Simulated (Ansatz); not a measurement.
## B2: vertical and adiabatic energies of changing the electron count

Computed with Ansatz 0.2.0, Python API.

`adiabatic_b2.py`
```python
'''How B2 relaxes after losing an electron.'''

import itertools

import ansatz as az
from ase import Atoms
from ase.data import atomic_numbers, covalent_radii
import numpy as np


def main() -> None:
    atoms = Atoms(['B', 'B'], positions=[
        (0.0, 0.0, 0.0),
        (0.0, 0.0, 1.63),
    ])
    b2 = az.Crystal.molecule_from_ase(atoms)

    calc = (
        b2.calculation()
        .basis(gaussian='def2-TZVP')
        .functional('pbe')
        .spin('collinear', total=2)
    )
    symbols = [site.symbol for site in b2.cartesian_sites]
    start = np.array([site.position_ang for site in b2.cartesian_sites], dtype=float)
    summary = calc.relax(force_tolerance=0.01).run().report
    end = np.array(summary['positions_ang'])

    minimum = az.Crystal.molecule()
    for symbol, place in zip(symbols, end):
        minimum = minimum.atom(symbol, place.tolist())
    ion = minimum.calculation().basis(gaussian='def2-TZVP').functional('pbe').charge(1).spin('collinear', total=1)
    vertical = ion.run().report
    settled = ion.relax(force_tolerance=0.01, max_steps=80).run().report
    print(f'vertical ionisation energy   {vertical["free_energy_ev"] - summary["free_energy_ev"]:.3f} eV')
    print(f'adiabatic, no zero point     {settled["free_energy_ev"] - summary["free_energy_ev"]:.3f} eV')
    print(f'relaxation energy of the ion {vertical["free_energy_ev"] - settled["free_energy_ev"]:.3f} eV')
    ionised = np.array(settled['positions_ang'])
    # pairs closer than 1.2 times the sum of covalent radii, before or after
    radius = [covalent_radii[atomic_numbers[s]] for s in symbols]
    span = lambda where, i, j: np.linalg.norm(where[i] - where[j])
    bonded = [(i, j) for i, j in itertools.combinations(range(len(symbols)), 2) if min(span(end, i, j), span(ionised, i, j)) < 1.2 * (radius[i] + radius[j])]
    print('pair        before    after (A)')
    for i, j in bonded:
        print(f'{symbols[i]}{i}-{symbols[j]}{j}'.ljust(10), f'{span(end, i, j):8.4f} {span(ionised, i, j):8.4f}')


if __name__ == '__main__':
    main()
```

```console
$ python adiabatic_b2.py
vertical ionisation energy   9.797 eV
adiabatic, no zero point     9.597 eV
relaxation energy of the ion 0.200 eV
pair        before    after (A)
B0-B1        1.5862   1.7458
```

Caveats:
- The energies are electronic: no zero-point or thermal terms, and the basis set is short of its limit. The product may relax into another structure. Each relaxation finds its nearest minimum, which needn't be the lowest.
- The run takes the species as open-shell (spin multiplicity 3), which needn't be its ground state.
- The expectation value of S² is noticeably off S(S+1) in at least one run, so that state is spin-contaminated.
- Only the spin states typed were run; another state of an ion can lie lower, by up to an eV or two.
- The spin state was assumed, and another may lie lower.
- It ran for 40 s on 1 thread of Arm Neoverse V2, on a shared host, peak memory 0.18 GiB.
